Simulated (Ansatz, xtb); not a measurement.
## C3H5FO2: which of two isomers lies lower

Structure X is `O[C@@H]1CO[C@@H]1F`, a singlet and structure Y is `OC1(F)COC1`, a singlet. Both are isolated molecules in the gas phase, relaxed with B3LYP/def2-SVP; the shapes shown needn't be the lowest conformers.

X (Å):

```xyz
11

C     0.0490    1.4221   -2.0031
C     1.2746    1.1152   -1.1018
C    -0.0969    2.6497   -1.0745
F    -1.1314    2.4226   -0.1748
O    -1.0155    0.5398   -2.0737
O     1.1468    2.4272   -0.4960
H    -1.4868    0.5894   -1.2275
H     0.3467    1.6967   -3.0268
H     1.1027    0.3002   -0.3777
H     2.2531    0.9843   -1.5902
H    -0.2306    3.6734   -1.4610
```

Y (Å):

| atom | x (Å) | y (Å) | z (Å) |
| --- | --- | --- | --- |
| C | -0.2221 | -1.8658 | -1.2949 |
| C | 0.8045 | -2.7913 | -0.6351 |
| C | 0.1367 | -0.8741 | -0.1667 |
| F | -1.5254 | -2.3124 | -1.2082 |
| O | 0.0721 | -1.5420 | -2.5928 |
| O | 1.0924 | -1.8022 | 0.3683 |
| H | -0.5369 | -0.8477 | -2.8866 |
| H | 0.3695 | -3.7147 | -0.2167 |
| H | 1.6748 | -3.0282 | -1.2693 |
| H | 0.6022 | 0.0670 | -0.5088 |
| H | -0.6913 | -0.6598 | 0.5309 |

Energies in hartree; the thermal terms are from B3LYP/def2-SVP harmonic frequencies (ideal gas, rigid rotor, one conformer each, 298.15 K, 1 atm) and include the zero-point energy:

```
                              X           Y
E, CCSD(T)/def2-SVP  −366.367390  −366.364929
    E, MP2/def2-SVP  −366.300723  −366.298084
  E, MP2/def2-TZVPP  −367.002147  −366.999492
  zero-point energy     0.084400     0.083312
       H(298 K) − E     0.090755     0.089847
       G(298 K) − E     0.055406     0.054105
```

Problem. Correct the CCSD(T) difference for the basis set by the MP2 change, then work out ΔE, ΔE₀, ΔH and ΔG for X → Y in kJ/mol (1 Eh = 2625.50 kJ/mol) and the equilibrium ratio [Y]/[X].

Solution. 1. Differences Y − X: CCSD(T) +0.002461, MP2 in the small set +0.002639, MP2 in the large set +0.002655 Eh.
2. ΔE = +0.002461 + (+0.002655 − (+0.002639)) = +0.002477 Eh = +6.50 kJ/mol.
3. ΔE₀ = ΔE + ΔZPE = +0.002477 + (−0.001088) Eh = +3.65 kJ/mol.
4. ΔH = ΔE + (−0.000908) Eh = +4.12 kJ/mol.
5. ΔG = ΔE + (−0.001301) Eh = +3.09 kJ/mol, so ΔS = (ΔH − ΔG)/T = +3.5 J/(mol K).
6. kT = 0.9442 mEh, so K = [Y]/[X] = exp(−ΔG/kT) = exp(−1.25) ≈ 0.29.

The two are too close for this level to say which is favoured. An error of 4 kJ/mol in ΔG would change K by a factor of 5. GFN2-xTB, HF/STO-3G gave ΔE the other sign. Mirror images and further conformers aren't counted.

As drawn, both hold the same kinds of bond in the same numbers.

Other levels gave ΔE = −6.1 (GFN2-xTB); −6.4 (HF/STO-3G, GFN2-xTB geometries); +5.9 (r2SCAN-D4/def2-SVP, GFN2-xTB geometries); +5.2 (B3LYP/def2-SVP); +1.5 (HF/def2-SVP); +6.9 (MP2/def2-SVP); +6.5 (CCSD(T)/def2-SVP) kJ/mol. The correlated steps freeze 6 core orbitals. Programs: Ansatz 0.2.0, xtb 6.7.1.
